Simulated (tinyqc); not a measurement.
Worked calculation: FCI on RHF in the sto-3g basis, frozen core, for LiH, spin multiplicity 1. One step of it, computed by the program tinyqc.

Question. FCI: determinants and Hamiltonian. Slater-Condon rules over spin orbitals, with the nuclear repulsion and the energy of the frozen orbital added and E(HF) subtracted on the diagonal. Only determinants linked to the reference directly or through others are kept (one block of an abelian symmetry group), so some states are absent.

one-electron integrals dressed by the frozen orbital, h + 2 (pq|11) - (p1|1q) (hartree):
```
           2          3          4          5          6
2  -0.783465   0.047402   0.000000   0.000000  -0.130596
3   0.047402  -0.360250   0.000000   0.000000   0.068288
4   0.000000   0.000000  -0.359731   0.000000   0.000000
5   0.000000   0.000000   0.000000  -0.359731   0.000000
6  -0.130596   0.068288   0.000000   0.000000  -0.222759
```

energy of the frozen orbital, 2 h_11 + (11|11) = -7.82691998 hartree

Two-electron integrals over orbitals (pq|rs), unique and non-zero (hartree); the lowest 1 orbital is frozen and left out:
```
(22|22) 0.492254    (32|22) -0.047402   (32|32) 0.012391    (33|22) 0.225717
(33|32) 0.006547    (33|33) 0.338572    (42|42) 0.023820    (43|42) 0.019225
(43|43) 0.041300    (44|22) 0.273693    (44|32) 0.005019    (44|33) 0.282156
(44|44) 0.312946    (52|52) 0.023820    (53|52) 0.019225    (53|53) 0.041300
(54|54) 0.016869    (55|22) 0.273693    (55|32) 0.005019    (55|33) 0.282156
(55|44) 0.279207    (55|55) 0.312946    (62|22) 0.130596    (62|32) -0.033797
(62|33) -0.010393   (62|44) -0.012536   (62|55) -0.012536   (62|62) 0.123210
(63|22) -0.051042   (63|32) 0.008712    (63|33) 0.036024    (63|44) 0.001639
(63|55) 0.001639    (63|62) -0.031284   (63|63) 0.026328    (64|42) -0.019549
(64|43) -0.013834   (64|64) 0.019562    (65|52) -0.019549   (65|53) -0.013834
(65|65) 0.019562    (66|22) 0.456437    (66|32) -0.042508   (66|33) 0.241866
(66|44) 0.268989    (66|55) 0.268989    (66|62) 0.138703    (66|63) -0.043714
(66|66) 0.455810
```

nuclear repulsion = 1.03828099 hartree

Hartree-Fock energy = -7.86331467 hartree

Give: determinants; H - E(HF) between determinants.

Answer.

Occupation strings over the orbitals (2 doubly, a alpha, b beta, 0 empty; spin orbitals ordered 1a 1b 2a 2b ...): 220000 2ab000 2a000b 2ba000 2b000a 202000 20a00b 200200 200020 20b00a 200002

H - E(HF) between determinants (hartree):
```
        220000  2ab000  2a000b  2ba000  2b000a  202000  20a00b  200200
220000   0.000   0.000   0.000   0.000   0.000   0.012  -0.034   0.024
2ab000   0.000   0.157   0.017  -0.012   0.034   0.054   0.009   0.019
2a000b   0.000   0.017   0.525   0.034  -0.123   0.009   0.005  -0.020
2ba000   0.000  -0.012   0.034   0.157   0.017  -0.054   0.141  -0.019
2b000a   0.000   0.034  -0.123   0.017   0.525  -0.009   0.031   0.020
202000   0.012   0.054   0.009  -0.054  -0.009   0.693   0.104   0.041
20a00b  -0.034   0.009   0.005   0.141   0.031   0.104   0.734  -0.014
200200   0.024   0.019  -0.020  -0.019   0.020   0.041  -0.014   0.668
200020   0.024   0.019  -0.020  -0.019   0.020   0.041  -0.014   0.017
20b00a   0.034   0.141   0.031   0.009   0.005  -0.104  -0.026   0.014
200002   0.123  -0.031   0.008   0.031  -0.008   0.026   0.025   0.020

        200020  20b00a  200002
220000   0.024   0.034   0.123
2ab000   0.019   0.141  -0.031
2a000b  -0.020   0.031   0.008
2ba000  -0.019   0.009   0.031
2b000a   0.020   0.005  -0.008
202000   0.041  -0.104   0.026
20a00b  -0.014  -0.026   0.025
200200   0.017   0.014   0.020
200020   0.668   0.014   0.020
20b00a   0.014   0.734  -0.025
200002   0.020  -0.025   1.085
```
